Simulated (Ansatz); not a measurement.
## Ansatz (development build ahead of 0.2.0) run

```yaml
crystal:
  periodic: [false, false, false]
  atoms:
    - { symbol: "N", position_ang: [-0.00077, 0.00145, 0.10963] }
    - { symbol: H, position_ang: [0.94184, -0.00222, -0.26901] }
    - { symbol: H, position_ang: [-0.47185, 0.81606, -0.26722] }
    - { symbol: H, position_ang: [-0.46934, -0.81616, -0.27065] }
basis:
  gaussian: { orbitals: STO-3G }
hamiltonian:
  xc: hf
```

The input is written out in the form of the current development build from the run's settings.

Output:

```yaml
Converged: yes
Total_energy: -55.45425 hartree
Spin_squared_of_the_determinant: 0.000
```
